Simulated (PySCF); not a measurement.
**CH₂F₂: full NMR table**

* Formula: CH2F2
* SMILES: FCF
* Point group of the computed structure: C2v
* Degrees of unsaturation: 0
* Carbon signals: 1
* Proton signals: 1

Mapped SMILES: `[F:1][CH2:2][F:3]` (H(Xn): hydrogen on atom n).

[PySCF 2.14.0 with density-fitted response routines: shielding tensors at PBE0/pcSseg-1 (GIAO); couplings computed with B3LYP/pcJ-1; geometry from PBE0-D3(BJ)/def2-SVP; in vacuum; one conformer; one averaged value for each set of equivalent atoms; non-relativistic]

References, each an isolated molecule treated in the same way: ¹H (31.27 ppm), ¹³C (184.41 ppm) vs TMS; CFCl3 for ¹⁹F (177.25 ppm).

```tsv
carbon	δC, type	δH (multiplicity, J in Hz)	HMBC from (abs. J ≥ 3 Hz)	span of the C tensor (ppm)
C2	111.3, CH2	5.68 (t, 57.1)	–	42
```

Other nuclei:
```csv
atoms,nucleus,environment,δ (ppm),σ (ppm)
F1/F3,¹⁹F,fluorine of a CF2 group,-151.3,328.5
```

Selected couplings (Hz, signed; the shortest-range and largest first, 30 at most; isotopes ¹⁹F, ¹³C, ¹H): ¹J(F1,C2) -308.3, ¹J(C2,H(C2)) 183.8, ²J(F1,H(C2)) 57.1.

1. δC 111.3: sp3 CH2 bonded to 2 F; 2 electronegative neighbours deshield it.
2. δH 5.68: hydrogen on an sp3 CH2 bonded to 2 F; its carbon carries F, hence the downfield position.

Common functionals overestimate the size of one-bond C–F couplings by tens of Hz; these are unscaled. Splittings below 1 Hz are ignored in the labels, and close J values are merged. Shifts are as computed. Against solution values, carbons near 30 ppm lie about +2 ppm off and those near 130 ppm about +5 ppm. Of 1211 compounds with measured shifts, 218 miss one by over three times the rms of a fit or turn the order of signals round; such compounds aren't used in these exercises. Unscaled 19F shifts against computed CFCl3 carry errors that often reach 10 to 50 ppm.
